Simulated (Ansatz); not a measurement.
# C3H8FN: up Jacob's ladder to CCSD(T)

One table from this session's results is given with a row withheld; the runs are named, their logs left out.

Program: Ansatz 0.2.0, Gaussian basis. Level of theory: functionals in def2-TZVPP, the program's frozen cores in correlated methods. These are calculated values, not measurements.

The runs, in order: LDA (SPW92), PBE-D4, revPBE-D4, BLYP-D4, r2SCAN-D4, B97M-V, PBE0-D4, B3LYP-D4, r2SCANh-D4, r2SCAN0-D4, HSE06-D4, BHLYP-D4, CAM-B3LYP-D4, LC-ωPBE, ωB97X-V, ωB97M-V, B2PLYP, PBE-QIDH; CCSD(T)/def2-SVP; CCSD(T)/def2-TZVPP; MP2/def2-QZVPP; extrapolation to the limit; RPA on PBE.

### The relaxed structure

An earlier PBE0-D4 in a triple-zeta def2 set relaxation fixed the geometry.

SMILES `CCNCF`, 13 atoms, charge 0, spin multiplicity 1.

Atoms are counted from 1 here; the program's logs count them from 0.

Bond lengths: C1–C2 1.516 Å, C1–H6 1.092 Å, C1–H7 1.092 Å, C1–H8 1.092 Å, C2–N3 1.458 Å, C2–H9 1.093 Å, C2–H10 1.098 Å, N3–C4 1.398 Å, N3–H11 1.010 Å, C4–F5 1.412 Å, C4–H12 1.091 Å, C4–H13 1.092 Å. Angles: C2–C1–H6 110.7°, C2–C1–H7 110.0°, C2–C1–H8 112.0°, H6–C1–H7 108.5°, H6–C1–H8 108.3°, H7–C1–H8 107.1°, C1–C2–N3 112.4°, C1–C2–H9 109.1°, C1–C2–H10 109.7°, N3–C2–H9 106.7°, N3–C2–H10 111.8°, H9–C2–H10 106.9°, C2–N3–C4 117.5°, C2–N3–H11 111.5°, C4–N3–H11 111.4°, N3–C4–F5 113.6°, N3–C4–H12 111.0°, N3–C4–H13 110.0° and more.

Geometry (Å):

```xyz
13
charge 0, multiplicity 1
C    -1.0492    0.5802    1.0251
C     0.2974    0.8206    0.3720
N     0.9528   -0.4201   -0.0231
C     0.3616   -1.1651   -1.0481
F     0.2914   -0.4759   -2.2782
H    -0.9529   -0.1074    1.8680
H    -1.4603    1.5232    1.3913
H    -1.7759    0.1637    0.3243
H     0.9599    1.3115    1.0891
H     0.1796    1.5075   -0.4769
H     1.9388   -0.2797   -0.1917
H    -0.6683   -1.4257   -0.7983
H     0.9454   -2.0675   -1.2388
```

The first run:

File in.yaml:

```yaml
crystal:
  periodic: [false, false, false]
  atoms:
    - {symbol: C, position_ang: [-1.049195, 0.580211, 1.025102]}
    - {symbol: C, position_ang: [0.297359, 0.820552, 0.371968]}
    - {symbol: N, position_ang: [0.952823, -0.420055, -0.023083]}
    - {symbol: C, position_ang: [0.361631, -1.165130, -1.048070]}
    - {symbol: F, position_ang: [0.291378, -0.475864, -2.278156]}
    - {symbol: H, position_ang: [-0.952916, -0.107430, 1.868012]}
    - {symbol: H, position_ang: [-1.460290, 1.523226, 1.391313]}
    - {symbol: H, position_ang: [-1.775864, 0.163653, 0.324266]}
    - {symbol: H, position_ang: [0.959932, 1.311502, 1.089139]}
    - {symbol: H, position_ang: [0.179639, 1.507479, -0.476853]}
    - {symbol: H, position_ang: [1.938794, -0.279699, -0.191743]}
    - {symbol: H, position_ang: [-0.668264, -1.425745, -0.798264]}
    - {symbol: H, position_ang: [0.945373, -2.067501, -1.238833]}
basis:
  gaussian: {orbitals: def2-TZVPP}
hamiltonian: {xc: lda}
output: {orbitals: {seedname: orbitals}}
```

Steps of the session up to this table: LDA; PBE-D4 (GGA); revPBE-D4 (GGA); BLYP-D4 (GGA); r2SCAN-D4 (meta-GGA); B97M-V (meta-GGA); PBE0-D4 (hybrid); B3LYP-D4 (hybrid); r2SCANh-D4 (hybrid); r2SCAN0-D4 (hybrid); HSE06-D4 (hybrid); BHLYP-D4 (hybrid); CAM-B3LYP-D4 (range-separated); LC-ωPBE (range-separated); ωB97X-V (range-separated); ωB97M-V (range-separated); B2PLYP (double hybrid); PBE-QIDH (double hybrid).

One of the session's tables, all rows but one given; the rest of the session is left out.

It belongs to the step «Orbital energies across the functionals». 

```
  functional  HOMO (eV)  LUMO (eV)  gap (eV)
 LDA (SPW92)      -5.92       0.19      6.11
      PBE-D4      -5.77       0.33      6.11
   revPBE-D4      -5.71       0.39      6.11
     BLYP-D4      -5.68       0.30      5.98
   r2SCAN-D4      -6.06       1.11      7.17
      B97M-V      -6.22       0.53      6.75
     PBE0-D4          ?          ?         ?
    B3LYP-D4      -7.00       0.80      7.80
  r2SCANh-D4      -6.60       1.35      7.95
  r2SCAN0-D4      -7.42       1.69      9.11
    HSE06-D4      -6.81       0.79      7.60
    BHLYP-D4      -8.62       1.76     10.38
CAM-B3LYP-D4      -8.67       1.91     10.58
     LC-ωPBE     -10.02       3.24     13.25
     ωB97X-V      -9.68       3.04     12.72
     ωB97M-V      -9.60       2.57     12.17
```

Q: Estimate the row for PBE0-D4 from the others.

As computed: HOMO (eV): -7.22; LUMO (eV): 1.16; gap (eV): 8.38. In the column «HOMO (eV)» it lies between r2SCAN0-D4 (-7.42) and B3LYP-D4 (-7.00).
